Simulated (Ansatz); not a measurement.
Process, species as SMILES: [C-]#[S+] (C-S) + 3 [H][H] (H2) → C (CH4) + S (H2S)
B3LYP-D3(BJ)/def2-TZVP geometries, fixed; electronic energies without zero-point terms.

Basis-set convergence of the energy of full hydrogenation at CCSD(T) with Ansatz (a program for electronic structure). Cartesian d functions, on some or all atoms, in 6-31G**, 6-31+G*; all else is spherical. Cores are frozen. No added dispersion term, no relativity. Functions are those of the species that has most. Reference: Hartree-Fock in cc-pV(Q+d)Z plus the correlation part extrapolated as X^-3 from cc-pV(T+d)Z and cc-pV(Q+d)Z, -104.57 kcal/mol, itself unsure by roughly 0.38 kcal/mol (a third of the extrapolation step and of the last Hartree-Fock step). Deviations are taken from unrounded values.

```tsv
basis	functions	energy of full hydrogenation (kcal/mol)	minus reference (kcal/mol)
STO-3G	14	-90.91	13.66
3-21G	22	-93.40	11.17
def2-SV(P)	32	-85.57	19.00
def2-SVP	34	-103.44	1.13
6-31G**	35	-97.53	7.05
cc-pV(D+d)Z	37	-98.49	6.08
6-31+G*	42	-86.22	18.35
aug-pcseg-1	59	-101.08	3.49
def2-TZVP	68	-98.41	6.16
cc-pV(T+d)Z	86	-102.76	1.82
pcseg-2	86	-102.89	1.68
def2-TZVPP	87	-102.19	2.38
jun-cc-pV(T+d)Z	95	-102.70	1.87
def2-TZVPPD	105	-102.90	1.67
cc-pV(Q+d)Z	175	-103.69	0.88
def2-QZVPP	177	-103.69	0.88
pcseg-3	192	-104.27	0.31
def2-QZVPPD	195	-103.61	0.96
```
